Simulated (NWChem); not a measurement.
# Lowest excitation of propyne (C3H4)

```xyz
7

C      1.2234    -0.1960     0.0000
C     -0.2116     0.0353     0.0000
C     -1.4074     0.2252     0.0000
H      1.4491    -1.2737     0.0000
H      1.6966     0.2476     0.8898
H      1.6966     0.2476    -0.8898
H     -2.4686     0.3908     0.0000
```
Charge 0, spin multiplicity 1.

The numbers come from NWChem runs, not from measurements. Structure: optimised with PBE0/def2-SVP, a minimum by its harmonic frequencies.

Basis set: 6-31+G*.

| method | lowest vertical singlet excitation energy (eV) | relative cost | difference from EOM-CCSD |
|---|---|---|---|
| TD-LDA (SVWN5) | 6.47 | 1 | -0.89 |
| CIS | 6.42 | under 3 | -0.95 |
| TD-PBE | 6.39 | under 3 | -0.98 |
| TD-B3LYP | 6.51 | 4 | -0.85 |
| EOM-CCSD | 7.37 | 10 | 0.00 |

The values span 0.98 eV, from TD-PBE (lowest) to EOM-CCSD (highest). Relative cost: rough, from shared machines, SCF included, TD-LDA (SVWN5) = 1.

The correlated methods keep 3 core orbitals frozen. B3LYP has NWChem's definition, with VWN1-RPA local correlation. The Pople sets run with spherical d functions. No row is a measurement; the coupled-cluster row has its own basis-set and correlation limits.
